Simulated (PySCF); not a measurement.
# BH4O− (SMILES [BH3-]O) at CCSDT/STO-6G

What is the vertical ionisation energy of BH4O− at CCSDT/STO-6G? 

The calculation is run with PySCF 2.14.0.

6 further runs of the same task are left out: 6 set aside as unsound or not needed.

### Step 1. Starting point

The species is BH4O− (6 atoms), meant as a singlet with charge -1. SMILES: `[BH3-]O`. The shape is that of a GFN2-xTB optimisation.

Bond lengths: B1–O2 1.506 Å, B1–H3 1.247 Å, B1–H4 1.218 Å, B1–H5 1.247 Å, O2–H6 0.957 Å. Angles: B1–O2–H6 105.4°, O2–B1–H3 110.8°, O2–B1–H4 108.0°, O2–B1–H5 110.8°, H3–B1–H4 109.7°, H3–B1–H5 107.7°, H4–B1–H5 109.8°.

### Step 2. The energy at CCSDT/STO-6G

input.xyz

```xyz
6

B     -0.074670    -0.173680    -0.316420
O     -0.013550     1.016190     0.603980
H      1.062740    -0.650510    -0.499740
H     -0.542300     0.195170    -1.379270
H     -0.789000    -1.072510     0.169030
H      0.356770     0.685330     1.422430
```

run.py

```python
from pyscf import gto, cc

molecule = gto.M(
    atom='input.xyz',
    charge=-1,
    max_memory=1860,
    verbose=4,
    basis='sto-6g',
)

myscf = molecule.RHF()
myscf.conv_tol = 1e-10
myscf.kernel()
if not myscf.converged:
    myscf = myscf.newton().run(myscf.mo_coeff, myscf.mo_occ)

mycc = cc.CCSDT(myscf, frozen=2)
mycc.kernel()
etot = mycc.e_tot
print('Final energy', etot)
```

Started as:

```console
$ OMP_NUM_THREADS=1 python run.py
```

The log of the run:

```text
PySCF version 2.14.0

[INPUT] num. atoms = 6
[INPUT] num. electrons = 18
[INPUT] charge = -1
[INPUT] spin (= nelec alpha-beta = 2S) = 0
[INPUT] symmetry False subgroup None
[INPUT] Mole.unit = angstrom
[INPUT] Symbol           X                Y                Z      unit          X                Y                Z       unit  Magmom
[INPUT]  1 B     -0.074670000000  -0.173680000000  -0.316420000000 AA   -0.141105849721  -0.328207633314  -0.597947140335 Bohr   0.0
[INPUT]  2 O     -0.013550000000   1.016190000000   0.603980000000 AA   -0.025605788988   1.920320790522   1.141356784715 Bohr   0.0
[INPUT]  3 H      1.062740000000  -0.650510000000  -0.499740000000 AA    2.008287541620  -1.229285741291  -0.944371733490 Bohr   0.0
[INPUT]  4 H     -0.542300000000   0.195170000000  -1.379270000000 AA   -1.024798477352   0.368817847731  -2.606442551829 Bohr   0.0
[INPUT]  5 H     -0.789000000000  -1.072510000000   0.169030000000 AA   -1.490993912282  -2.026750165857   0.319420406835 Bohr   0.0
[INPUT]  6 H      0.356770000000   0.685330000000   1.422430000000 AA    0.674197589461   1.295086004948   2.688003131365 Bohr   0.0

nuclear repulsion = 33.2722521460051
number of shells = 10
number of NR pGTOs = 84
number of NR cGTOs = 14
basis = sto-6g
ecp = {}

******** <class 'pyscf.scf.hf.RHF'> ********
method = RHF
initial guess = minao
damping factor = 0
level_shift factor = 0
DIIS = <class 'pyscf.scf.diis.CDIIS'>
diis_start_cycle = 1
diis_space = 8
diis_damp = 0
SCF conv_tol = 1e-10
SCF conv_tol_grad = None
SCF max_cycles = 50
direct_scf = True
direct_scf_tol = 1e-13
Set gradient conv threshold to 1e-05
Initial guess from minao.
init E= -101.296343505572
  HOMO = -0.265236387862686  LUMO = 0.410566538773274  gap/eV = 18.38953
cycle= 1 E= -101.308675979463  delta_E= -0.0123  |g|= 0.457  |ddm|= 2.47
  HOMO = 0.100153046867584  LUMO = 0.951724787602092  gap/eV = 23.17245
cycle= 2 E= -101.387263057854  delta_E= -0.0786  |g|= 0.0849  |ddm|= 0.737
  HOMO = -0.0194930163590015  LUMO = 0.900766033762403  gap/eV = 25.04152
cycle= 3 E= -101.389894304418  delta_E= -0.00263  |g|= 0.0178  |ddm|= 0.128
  HOMO = -0.0205438822700235  LUMO = 0.904551972132313  gap/eV = 25.17314
cycle= 4 E= -101.39006471113  delta_E= -0.00017  |g|= 0.00176  |ddm|= 0.0389
  HOMO = -0.0200558665120185  LUMO = 0.905529895818959  gap/eV = 25.18647
cycle= 5 E= -101.390066172543  delta_E= -1.46e-06  |g|= 0.000258  |ddm|= 0.00357
  HOMO = -0.0200858227055656  LUMO = 0.905521070243443  gap/eV = 25.18705
cycle= 6 E= -101.390066211091  delta_E= -3.85e-08  |g|= 3e-05  |ddm|= 0.000574
  HOMO = -0.020089727665821  LUMO = 0.905530573365766  gap/eV = 25.18741
cycle= 7 E= -101.390066211622  delta_E= -5.32e-10  |g|= 5.08e-06  |ddm|= 6.82e-05
  HOMO = -0.0200884315509122  LUMO = 0.905530958683763  gap/eV = 25.18739
cycle= 8 E= -101.390066211639  delta_E= -1.67e-11  |g|= 5.52e-07  |ddm|= 1.32e-05
  HOMO = -0.0200884821993028  LUMO = 0.905531181547182  gap/eV = 25.18739
Extra cycle  E= -101.390066211639  delta_E= -5.68e-14  |g|= 2.22e-07  |ddm|= 9.89e-07
converged SCF energy = -101.390066211639

******** <class 'pyscf.cc.rccsdt.RCCSDT'> ********
RCCSDT nocc = 7, nmo = 12
Allocating only the i<=j<=k part of the T3 amplitude in memory
frozen orbitals 2
max_cycle = 50
conv_tol = 1e-07
conv_tol_normt = 1e-06
diis with the T3 amplitude
diis_space = 6
diis_start_cycle = 0
diis_start_energy_diff = 1e+09
einsum_backend: numpy
_make_eris_incore_RCCSDT
blksize  7    blksize_oovv  4    blksize_oooo  4    blksize_vvvv  1

WARN: A large `blksize` is being used, which may cause large memory consumption
      for storing contraction intermediates. If memory is sufficient, consider using
      `pyscf.cc.rccsdt_highm.RCCSDT` instead.

Approximate memory usage estimate
    T3 memory                82.0 KB
    R3 memory                82.0 KB
    Symmetrized T3 memory    54.7 KB
    ERIs memory               162 KB
    T1-ERIs memory            162 KB
    Intermediates memory      162 KB
    Block workspace           172 KB
    T3 einsum buffer          172 KB
Init t2, MP2 energy = -101.465815659223  E_corr(MP2) -0.075749447584
Init E_corr(RCCSDT) = -0.0757494475836858
cycle =  1  E_corr(RCCSDT) = -0.094131547025  dE = -1.838209944181e-02  norm(d tamps) = 5.12041390e-02
cycle =  2  E_corr(RCCSDT) = -0.100892348218  dE = -6.760801192660e-03  norm(d tamps) = 1.89346510e-02
cycle =  3  E_corr(RCCSDT) = -0.104012912919  dE = -3.120564700386e-03  norm(d tamps) = 7.53454871e-03
cycle =  4  E_corr(RCCSDT) = -0.104613390577  dE = -6.004776583117e-04  norm(d tamps) = 2.35355456e-03
cycle =  5  E_corr(RCCSDT) = -0.104614337550  dE = -9.469734159051e-07  norm(d tamps) = 5.75767327e-04
cycle =  6  E_corr(RCCSDT) = -0.104611087416  dE =  3.250134120378e-06  norm(d tamps) = 1.44763453e-04
cycle =  7  E_corr(RCCSDT) = -0.104609514399  dE =  1.573017365850e-06  norm(d tamps) = 4.39154516e-05
cycle =  8  E_corr(RCCSDT) = -0.104609511167  dE =  3.231289846806e-09  norm(d tamps) = 1.28697607e-05
cycle =  9  E_corr(RCCSDT) = -0.104609334056  dE =  1.771117096733e-07  norm(d tamps) = 4.78730852e-06
cycle = 10  E_corr(RCCSDT) = -0.104609418237  dE = -8.418161291657e-08  norm(d tamps) = 1.51345603e-06
cycle = 11  E_corr(RCCSDT) = -0.104609441364  dE = -2.312680280614e-08  norm(d tamps) = 3.85683611e-07
RCCSDT converged
E(RCCSDT) = -101.4946756530031   E_corr = -0.104609441364202
E_corr(same-spin) = -0.00578146825305745
E_corr(oppo-spin) = -0.0988279731111446
Final energy -101.49467565300311
```

It took 0.91 s on 1 thread of Arm Neoverse V2, shared host; peak memory 0.12 GiB.

### Step 3. Doublet neutral BH4O

calc.py

```python
from pyscf import gto, cc

mol = gto.Mole()
mol.atom = '''
B     -0.074670    -0.173680    -0.316420
O     -0.013550     1.016190     0.603980
H      1.062740    -0.650510    -0.499740
H     -0.542300     0.195170    -1.379270
H     -0.789000    -1.072510     0.169030
H      0.356770     0.685330     1.422430
'''
mol.verbose = 4
mol.max_memory = 1860
mol.spin = 1
mol.basis = 'sto-6g'
mol.build()

calc0 = mol.UHF()
calc0.conv_tol = 1e-10
calc0.kernel()
if not calc0.converged:
    calc0 = calc0.newton().run(calc0.mo_coeff, calc0.mo_occ)

mycc = cc.CCSDT(calc0, frozen=2)
mycc.kernel()
etot = mycc.e_tot
print('Final energy', etot)
```

Started as:

```console
$ OMP_NUM_THREADS=1 python calc.py
```

The log of the run:

```text
PySCF version 2.14.0

[INPUT] num. atoms = 6
[INPUT] num. electrons = 17
[INPUT] charge = 0
[INPUT] spin (= nelec alpha-beta = 2S) = 1
[INPUT] symmetry False subgroup None
[INPUT] Mole.unit = angstrom
[INPUT] Symbol           X                Y                Z      unit          X                Y                Z       unit  Magmom
[INPUT]  1 B     -0.074670000000  -0.173680000000  -0.316420000000 AA   -0.141105849721  -0.328207633314  -0.597947140335 Bohr   0.0
[INPUT]  2 O     -0.013550000000   1.016190000000   0.603980000000 AA   -0.025605788988   1.920320790522   1.141356784715 Bohr   0.0
[INPUT]  3 H      1.062740000000  -0.650510000000  -0.499740000000 AA    2.008287541620  -1.229285741291  -0.944371733490 Bohr   0.0
[INPUT]  4 H     -0.542300000000   0.195170000000  -1.379270000000 AA   -1.024798477352   0.368817847731  -2.606442551829 Bohr   0.0
[INPUT]  5 H     -0.789000000000  -1.072510000000   0.169030000000 AA   -1.490993912282  -2.026750165857   0.319420406835 Bohr   0.0
[INPUT]  6 H      0.356770000000   0.685330000000   1.422430000000 AA    0.674197589461   1.295086004948   2.688003131365 Bohr   0.0

nuclear repulsion = 33.2722521460051
number of shells = 10
number of NR pGTOs = 84
number of NR cGTOs = 14
basis = sto-6g
ecp = {}

******** <class 'pyscf.scf.uhf.UHF'> ********
method = UHF
initial guess = minao
damping factor = 0
level_shift factor = 0
DIIS = <class 'pyscf.scf.diis.CDIIS'>
diis_start_cycle = 1
diis_space = 8
diis_damp = 0
SCF conv_tol = 1e-10
SCF conv_tol_grad = None
SCF max_cycles = 50
direct_scf = True
direct_scf_tol = 1e-13
number electrons alpha = 9  beta = 8
Set gradient conv threshold to 1e-05
init E= -101.296343505572
[... the frontier-level lines of each cycle are left out ...]

cycle= 1 E= -101.311209072404  delta_E= -0.0149  |g|= 0.292  |ddm|= 1.75
cycle= 2 E= -101.385010365571  delta_E= -0.0738  |g|= 0.183  |ddm|= 0.586
cycle= 3 E= -101.406007094186  delta_E= -0.021  |g|= 0.0691  |ddm|= 0.183
cycle= 4 E= -101.421032652638  delta_E= -0.015  |g|= 0.0556  |ddm|= 0.193
cycle= 5 E= -101.437271255624  delta_E= -0.0162  |g|= 0.0187  |ddm|= 0.324
cycle= 6 E= -101.43789815553  delta_E= -0.000627  |g|= 0.0191  |ddm|= 0.0479
cycle= 7 E= -101.438595556177  delta_E= -0.000697  |g|= 0.0121  |ddm|= 0.128
cycle= 8 E= -101.438761965467  delta_E= -0.000166  |g|= 0.00601  |ddm|= 0.0602
cycle= 9 E= -101.438829198435  delta_E= -6.72e-05  |g|= 0.000484  |ddm|= 0.0216
cycle= 10 E= -101.438829646492  delta_E= -4.48e-07  |g|= 0.000258  |ddm|= 0.00282
cycle= 11 E= -101.43882977254  delta_E= -1.26e-07  |g|= 1.92e-05  |ddm|= 0.000984
cycle= 12 E= -101.438829773197  delta_E= -6.57e-10  |g|= 9.2e-06  |ddm|= 5.45e-05
cycle= 13 E= -101.438829773436  delta_E= -2.39e-10  |g|= 6.04e-06  |ddm|= 2.59e-05
cycle= 14 E= -101.438829773637  delta_E= -2.01e-10  |g|= 4.67e-06  |ddm|= 2.77e-05
cycle= 15 E= -101.438829773919  delta_E= -2.82e-10  |g|= 1.89e-06  |ddm|= 6.71e-05
cycle= 16 E= -101.43882977395  delta_E= -3.1e-11  |g|= 8.84e-07  |ddm|= 2.23e-05
Extra cycle  E= -101.438829773951  delta_E= -1.17e-12  |g|= 6.35e-07  |ddm|= 1.47e-06
converged SCF energy = -101.438829773951  <S^2> = 0.75856923  2S+1 = 2.008551

******** <class 'pyscf.cc.uccsdt.UCCSDT'> ********
UCCSDT nocc = (np.int64(7), np.int64(6)), nmo = (12, 12)
Allocating only the i<=j<=k part of the T3 amplitude in memory
frozen orbitals 2
max_cycle = 50
conv_tol = 1e-07
conv_tol_normt = 1e-06
diis with the T3 amplitude
diis_space = 6
diis_start_cycle = 0
diis_start_energy_diff = 1e+09
einsum_backend: numpy
_make_eris_incore_UCCSDT
blksize_o_aaa     7    blksize_v_aaa     6
blksize_o_aab     7    blksize_v_aab     6

WARN: A large `blksize_v_aaa` is being used, which may cause large memory consumption
      for storing contraction intermediates. If memory is sufficient, consider using
      `pyscf.cc.uccsdt_highm.UCCSDT` instead.

WARN: A large `blksize_v_aab` is being used, which may cause large memory consumption
      for storing contraction intermediates. If memory is sufficient, consider using
      `pyscf.cc.uccsdt_highm.UCCSDT` instead.

Approximate memory usage estimate
    T3 memory                 126 KB
    R3 memory                 126 KB
    ERIs memory               486 KB
    T1-ERIs memory            486 KB
    Intermediates memory      486 KB
    Block workspace           579 KB
Init t2, MP2 energy = -0.0720642549551898
Init E_corr(UCCSDT) = -0.0720642549556065
cycle =  1  E_corr(UCCSDT) = -0.091091779459  dE = -1.902752450374e-02  norm(d tamps) = 6.81124973e-02
cycle =  2  E_corr(UCCSDT) = -0.098707060427  dE = -7.615280967993e-03  norm(d tamps) = 4.00298022e-02
cycle =  3  E_corr(UCCSDT) = -0.106614192123  dE = -7.907131695764e-03  norm(d tamps) = 2.86235694e-02
cycle =  4  E_corr(UCCSDT) = -0.107746919541  dE = -1.132727417756e-03  norm(d tamps) = 1.46044939e-02
cycle =  5  E_corr(UCCSDT) = -0.107745907986  dE =  1.011554429747e-06  norm(d tamps) = 4.79071186e-03
cycle =  6  E_corr(UCCSDT) = -0.107804196191  dE = -5.828820492919e-05  norm(d tamps) = 1.92556239e-03
cycle =  7  E_corr(UCCSDT) = -0.107785290971  dE =  1.890522066686e-05  norm(d tamps) = 6.49217540e-04
cycle =  8  E_corr(UCCSDT) = -0.107778695529  dE =  6.595441900986e-06  norm(d tamps) = 3.26263232e-04
cycle =  9  E_corr(UCCSDT) = -0.107778644344  dE =  5.118459622810e-08  norm(d tamps) = 1.69774634e-04
cycle = 10  E_corr(UCCSDT) = -0.107779916709  dE = -1.272364504715e-06  norm(d tamps) = 5.36040099e-05
cycle = 11  E_corr(UCCSDT) = -0.107780476847  dE = -5.601381234399e-07  norm(d tamps) = 2.45850501e-05
cycle = 12  E_corr(UCCSDT) = -0.107779986633  dE =  4.902141691882e-07  norm(d tamps) = 1.37868666e-05
cycle = 13  E_corr(UCCSDT) = -0.107779371974  dE =  6.146584333178e-07  norm(d tamps) = 7.61179917e-06
cycle = 14  E_corr(UCCSDT) = -0.107779016288  dE =  3.556863542725e-07  norm(d tamps) = 4.38962900e-06
cycle = 15  E_corr(UCCSDT) = -0.107778893457  dE =  1.228306086148e-07  norm(d tamps) = 2.19231682e-06
cycle = 16  E_corr(UCCSDT) = -0.107778895850  dE = -2.392978815102e-09  norm(d tamps) = 9.62071125e-07
UCCSDT converged
E(UCCSDT) = -101.5466086698011   E_corr = -0.1077788958502365
E_corr(same-spin) = -0.00941218137790798
E_corr(oppo-spin) = -0.0983667144723285
Final energy -101.5466086698011
```

Run time: 1.5 s. Hardware: 1 thread of Arm Neoverse V2, shared host; peak memory 0.12 GiB.

### Step 4. Results

At CCSDT/STO-6G, 2 core orbitals frozen:

```
                                                                        quantity          value
                                                     singlet BH4O−: total energy  -101.49468 Eh
                              singlet BH4O−: HOMO energy (Hartree–Fock orbitals)       -0.55 eV
                              singlet BH4O−: LUMO energy (Hartree–Fock orbitals)       24.64 eV
            singlet BH4O−: HOMO–LUMO gap (to an unbound level, set by the basis)       25.19 eV
                      singlet BH4O−: correlation energy (2 core orbitals frozen)     -104.6 mEh
                                                    singlet BH4O−: T1 diagnostic          0.006
                                              doublet neutral BH4O: total energy  -101.54661 Eh
                      doublet neutral BH4O: dipole moment (Hartree–Fock density)         4.25 D
doublet neutral BH4O: HOMO energy (Hartree–Fock orbitals) (highest over α and β)       -9.92 eV
 doublet neutral BH4O: LUMO energy (Hartree–Fock orbitals) (lowest over α and β)        3.64 eV
               doublet neutral BH4O: correlation energy (2 core orbitals frozen)     -107.8 mEh
                         doublet neutral BH4O: ⟨S²⟩ of the reference determinant          0.759
                                             doublet neutral BH4O: T1 diagnostic          0.034
                             vertical detachment energy (to the doublet neutral)      -1.413 eV
```

The species is unbound against losing an electron at this level, by 1.41 eV (−136 kJ/mol); missing correlation or diffuse functions can give that sign where the real anion is bound. In a minimal basis such a difference can be off by several eV, whatever the method. Mulliken charges (singlet BH4O−) of the mean-field density run from -0.46 on O2 to +0.08 on H6; they depend strongly on the basis.
